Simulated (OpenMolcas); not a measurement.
**NH3S (Thiohydroxylamine) at 6 levels**

We compute a comparison of 6 runs (UHF/STO-3G, B2PLYP/STO-3G, PBE/STO-3G, PBE0/STO-3G, SVWN5/STO-3G, UPBE/STO-3G) of NH3S (Thiohydroxylamine). 

The results are computed with OpenMolcas 26.06.

3 further runs of the same task are left out: 1 for a known fault of the program, 1 that didn't finish, 1 set aside as unsound or not needed.

## 1. Starting point

NH3S has 5 atoms, charge 0, and is taken as a singlet. SMILES: `NS`. The N1–H3 distance was set to 2.537 Å, away from the relaxed value. At this shape a bond of the SMILES string is far longer than usual.

Bond lengths: N1–S2 1.719 Å, N1–H4 1.015 Å, S2–H5 1.338 Å. Angles: N1–S2–H5 95.5°, S2–N1–H4 109.7°.

## 2. The energy at UHF/STO-3G (run 1)

Contents of calc.inp:

```
* H3NS Hartree-Fock

&GATEWAY
  BasLib = $CurrDir
  Coord
  5
  angstrom
  N       -0.429453       0.682502      -1.142370
  S       -0.098423       2.144272      -0.300340
  H        0.015040      -1.300690       0.375430
  H       -1.402683       0.665182      -1.429880
  H        0.848747       2.568342      -1.145530
  Basis = STO-3G
  Group = NoSym

&SEWARD

&SCF
  UHF
  Thresholds = 1e-10 1e-07 1e-07 1e-05
  Scramble = 0.25
  PrOrbitals = 1 1
```

The basis set STO-3G is read from a file made from the Basis Set Exchange's data (not shown).

On the command line:

```sh
export MOLCAS_MEM=1860
pymolcas calc.inp > calc.log
```

Log:

```text
--- Start Module: gateway ---
[...]
--- Stop Module: gateway /rc=_RC_ALL_IS_WELL_ ---
--- Start Module: seward ---
[...]
      Basis functions           17
--- Stop Module: seward /rc=_RC_ALL_IS_WELL_ ---
--- Start Module: scf ---
[...]
       Convergence after  24 Iterations
[...]
::    Total SCF energy                               -448.4749975671
[...]
      Total spin, S                                     0.6197281588
[...]
      Total electronic charge=   26.000000
      Total            charge=   -0.000000
[...]
      Dipole Moment (debye):
      Origin of the operator (angstrom)=   -0.1980    1.6340   -0.5677
                   X= -7.0429E-01               Y=  9.6197E-01               Z= -4.1108E-01           Total=  1.2611E+00
      Quadrupole Moment (debye*angstrom):
[...]
--- Stop Module: scf /rc=_RC_ALL_IS_WELL_ ---
[...]
```

It took 1.9 s on 1 thread of Arm Neoverse V1, shared host; peak memory 0.37 GiB.

## 3. A single-point energy at B2PLYP/STO-3G (run 2)

Contents of calc.input:

```
* H3NS Kohn-Sham DFT

&GATEWAY
  BasLib
  $CurrDir
  Coord
  5
  angstrom
  N       -0.429453       0.682502      -1.142370
  S       -0.098423       2.144272      -0.300340
  H        0.015040      -1.300690       0.375430
  H       -1.402683       0.665182      -1.429880
  H        0.848747       2.568342      -1.145530
  Basis
  STO-3G
  Group
  NoSym

&SEWARD
  GridInput
  Grid=UltraFine
  End of Grid

&SCF
  KSDFT
  B2PLYP_SCF
  Thresholds
  1e-10 1e-07 1e-07 1e-05
  PrOrbitals
  1 1

&MBPT2
  Frozen
  6
```

The basis set STO-3G is read from a file made from the Basis Set Exchange's data (not shown).

On the command line:

```sh
export MOLCAS_MEM=1860
pymolcas calc.input > calc.log
```

Log:

```text
--- Start Module: gateway ---
[...]
--- Stop Module: gateway /rc=_RC_ALL_IS_WELL_ ---
[...]
      Basis functions           17
[...]
--- Start Module: scf ---
[...]
       Convergence after  38 Iterations
[...]
::    Total KS-DFT energy                            -448.9857818876
[...]
      Total spin, S                                     0.0000000000
[...]
      Total electronic charge=   26.000000
      Total            charge=   -0.000000
[...]
      Dipole Moment (debye):
      Origin of the operator (angstrom)=   -0.1980    1.6340   -0.5677
                   X= -6.2111E-01               Y=  1.6737E+00               Z= -1.6564E-01           Total=  1.7929E+00
      Quadrupole Moment (debye*angstrom):
[...]
--- Stop Module: scf /rc=_RC_ALL_IS_WELL_ ---
[...]
--- Start Module: mbpt2 ---
[...]
 ###    WARNING: MP2 implementation intended for RHF references only         ###
 ###############################################################################
MBPT2 WARNING: Reference function according to RunFile:KS-DFT
I'll assume you know what you're doing and continue
WARNING!
Default frozen orbitals as non valence orbitals is overwritten by user input.
Default values:   6
[...]
       Reference weight ( Cref**2 )         =        0.59619
::    Total MBPT2 energy                             -449.2938559041
[...]
      Total MBPT2 calculations                           0.03      0.04
--- Stop Module: mbpt2 /rc=_RC_ALL_IS_WELL_ ---
[...]
```

Wall time 9.6 s (1 thread of Arm Neoverse V1, shared host); peak memory 0.37 GiB.

Runs 3 to 5 aren't shown in full; the table further down has their settings and results.

## 4. The energy at UPBE/STO-3G (run 6)

Contents of calc.input:

```
&GATEWAY
BasLib=$CurrDir
Coord
5
angstrom
N       -0.429453       0.682502      -1.142370
S       -0.098423       2.144272      -0.300340
H        0.015040      -1.300690       0.375430
H       -1.402683       0.665182      -1.429880
H        0.848747       2.568342      -1.145530
Basis=STO-3G
Group=NoSym
&SEWARD
GridInput
Grid=UltraFine
End of Grid
&SCF
UHF
KSDFT=PBE
Thresholds=1e-10 1e-07 1e-07 1e-05
Scramble=0.25
PrOrbitals=1 1
```

The basis set STO-3G is read from a file made from the Basis Set Exchange's data (not shown).

On the command line:

```sh
export MOLCAS_MEM=1860
pymolcas calc.input > calc.log
```

Log:

```text
--- Start Module: gateway ---
[...]
--- Stop Module: gateway /rc=_RC_ALL_IS_WELL_ ---
--- Start Module: seward ---
[...]
      Basis functions           17
--- Stop Module: seward /rc=_RC_ALL_IS_WELL_ ---
--- Start Module: scf ---
[...]
       Convergence after  23 Iterations
[...]
::    Total KS-DFT energy                            -449.1218811145
[...]
      Total spin, S                                     0.5966367688
[...]
      Total electronic charge=   26.000000
      Total            charge=   -0.000000
[...]
      Dipole Moment (debye):
      Origin of the operator (angstrom)=   -0.1980    1.6340   -0.5677
                   X= -4.8726E-01               Y=  1.1769E+00               Z= -8.1040E-02           Total=  1.2764E+00
      Quadrupole Moment (debye*angstrom):
[...]
--- Stop Module: scf /rc=_RC_ALL_IS_WELL_ ---
[...]
```

It took 9 s on 1 thread of Arm Neoverse V1, shared host; peak memory 0.37 GiB.

## 5. All runs side by side

| run | level | scramble | frozen core orbitals | energy (Eh) | dipole moment (D) | HOMO energy (eV) | LUMO energy (eV) | wall time |
| --- | --- | --- | --- | --- | --- | --- | --- | --- |
| 1 | UHF/STO-3G | 0.25 | – | -448.474998 | 1.26 | -7.21 | 8.29 | 1.9 s |
| 2 | B2PLYP/STO-3G | – | 6 | -449.068962 | 1.79 | -3.95 | 0.19 | 9.6 s |
| 3 | PBE/STO-3G | – | – | -449.084474 | 2.12 | -2.26 | -1.33 | 7.8 s |
| 4 | PBE0/STO-3G | – | – | -449.114803 | 1.87 | -3.23 | -0.79 | 9.9 s |
| 5 | SVWN5/STO-3G | – | – | -447.438833 | 1.91 | -2.02 | -1.09 | 6.3 s |
| 6 | UPBE/STO-3G | 0.25 | – | -449.121881 | 1.28 | -1.96 | -0.22 | 9 s |

## 6. Summary of results

| quantity | value |
| --- | --- |
| run 6: total energy | -449.12188 Eh |
| run 6: dipole moment | 1.28 D |
| run 6: HOMO energy | -1.96 eV |
| run 6: LUMO energy | -0.22 eV |
| run 6: HOMO–LUMO gap | 1.74 eV |
| run 6: ⟨S²⟩ | 0.953 |

In words: The dipole moment (its size) runs from 1.26 D (UHF/STO-3G) to 2.12 D (PBE/STO-3G). The HOMO–LUMO gap runs from 0.93 eV (SVWN5/STO-3G) to 15.50 eV (UHF/STO-3G). For B2PLYP the log adds the whole second-order term; the table takes 0.27 of it, as the functional is defined. Totals of different functionals can't be ranked against each other. In runs 1, 2, 3, 4, 5, 6 the basis is minimal, so the values are rough. In runs 2, 3, 4, 5 a closed-shell determinant meets a far-stretched bond, which it describes badly. Spin contamination of the reference: run 1 ⟨S²⟩ = 1.00, run 6 ⟨S²⟩ = 0.95. Where it is this large, the reference is a mixture of spin states, and values that rest on it are in doubt. All runs together took 45 s, the longest 9.9 s.
